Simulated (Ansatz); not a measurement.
**SiPN (triplet): from Hartree-Fock to the top rungs, def2-TZVPP**

The task here is to estimate one member of a computed series from the others.

Method: def2-TZVPP, core rule «outside noble gas», up to 11 orbitals frozen; program: Ansatz 0.2.0, Gaussian basis.

Plan: UHF; ROHF; CCSD(T) on UHF.

2 further runs of the same task are left out: 2 set aside as unsound or not needed.

### What is computed

The geometry is a PBE0/def2-TZVP stationary point (not a proven minimum).

3 atoms, charge 0, spin multiplicity 3.

Atoms are counted from 1 here; the program's logs count them from 0.

Bond lengths: P1–N2 1.590 Å, N2–Si3 1.609 Å. Angles: P1–N2–Si3 180.0°.

Set-up of the first run:

Contents of in.yaml:

```yaml
crystal:
  periodic: [false, false, false]
  atoms:
    - {symbol: P, position_ang: [0.000000, 0.000000, -1.596600]}
    - {symbol: N, position_ang: [0.000000, 0.000000, -0.006400]}
    - {symbol: Si, position_ang: [0.000000, 0.000000, 1.603000]}
basis:
  gaussian: {orbitals: def2-TZVPP}
magnetization: {spin_polarized: true, initial_magnetization: 2}
hamiltonian: {xc: hf}
output: {orbitals: {seedname: orbitals}}
```

On the command line:

```console
> ansatz run in.yaml --threads 1 --pin off --events-out ev --progress --plain --max-ram 2560MiB --backend cpu
```

Among the steps run: UHF; ROHF; CCSD(T) on UHF.

One table of the session follows, with a row left open; its other results are not shown here.

```
  method  from UCCSD(T) (meV)
    ROHF             +12342.3
     UHF             +11974.5
    UMP2              +1424.4
   UCCSD                    ?
UCCSD(T)                    0
```

Estimate the missing values for UCCSD.

**Answer.** from UCCSD(T) (meV): +680.2. In the column «from UCCSD(T) (meV)» it lies between UCCSD(T) (0) and UMP2 (+1424.4).

With the free atoms at the same levels and basis (separate runs), the atomisation energy is 8.659 eV at UCCSD(T), 4.565 eV at ROHF.
